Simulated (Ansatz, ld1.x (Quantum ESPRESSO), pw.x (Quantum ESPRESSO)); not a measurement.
**pw.x on sc P: one setting changed**

Potential: ultrasoft, ld1.x (Quantum ESPRESSO) 7.5, LDA (PW92); core [Ne], reference 3s2 3p2.5; waves: 3s (bound): rcut 1.65, rcutus 1.80 bohr; 3s channel at 3.65 Ry: rcut 1.65, rcutus 1.80 bohr; 3p (bound): rcut 1.30, rcutus 1.65 bohr; 3p channel at -0.25 Ry: rcut 1.30, rcutus 1.65 bohr; 3d channel at 0.25 Ry: rcut 1.35, rcutus 1.85 bohr; 3d channel at 2.55 Ry: rcut 1.35, rcutus 1.85 bohr; local part: all-electron potential smoothed inside 1.35 bohr (lloc = -2); core correction: none; augmentation: PSQ, radius 0.95 bohr.

The reference run (k-mesh 14³, cutoffs 40/660 Ry, Fermi–Dirac 0.01 Ry, mixing_beta 0.4, conv_thr 1e-9, no spin) gives 0.33 GPa at 14.035 Å³/atom, where all-electron LAPW gives 0.49 GPa. This run, with its own iteration cap, changes occupations to fixed, a wrong or extreme entry chosen on purpose.

```
&control
  calculation='scf', prefix='x', pseudo_dir='./', outdir='./tmp', tstress=.true., disk_io='none'
/
&system
  ibrav=0, nat=1, ntyp=1, ecutwfc=40, ecutrho=660, nbnd=9,
  occupations='fixed'
/
&electrons
  conv_thr=1e-09, mixing_beta=0.4, electron_maxstep=70
/
ATOMIC_SPECIES
P 1.0 P.UPF
CELL_PARAMETERS angstrom
  2.41214904 0.00000000 0.00000000
  0.00000000 2.41214904 0.00000000
  0.00000000 0.00000000 2.41214904
ATOMIC_POSITIONS crystal
P 0.0000 0.0000 0.0000
K_POINTS automatic
14 14 14 0 0 0
```

```bash
pw.x < P.scf.in > P.scf.out
```

**Question.** How does the run end?

**Answer.** It stops with "electrons: charge is wrong: smearing is needed".

```
Message from routine setup:
     the system is metallic, specify occupations
     Message from routine setup:
     using ibrav=0 with symmetry is DISCOURAGED, use correct ibrav instead
     lattice parameter (alat)  =       4.5583  a.u.
     unit-cell volume          =      94.7129 (a.u.)^3
     number of electrons       =         5.00
     number of Kohn-Sham states=            9
     kinetic-energy cutoff     =      40.0000  Ry
     charge density cutoff     =     660.0000  Ry
     scf convergence threshold =      1.0E-09
     Exchange-correlation= PW
     number of k points=   120
     iteration #  1     ecut=    40.00 Ry     beta= 0.40
     Error in routine electrons (1):
     charge is wrong: smearing is needed
```

The run took about 1.6 s on one core of a shared host (Neoverse-V1, 32 threads, 247 GiB, load 21).
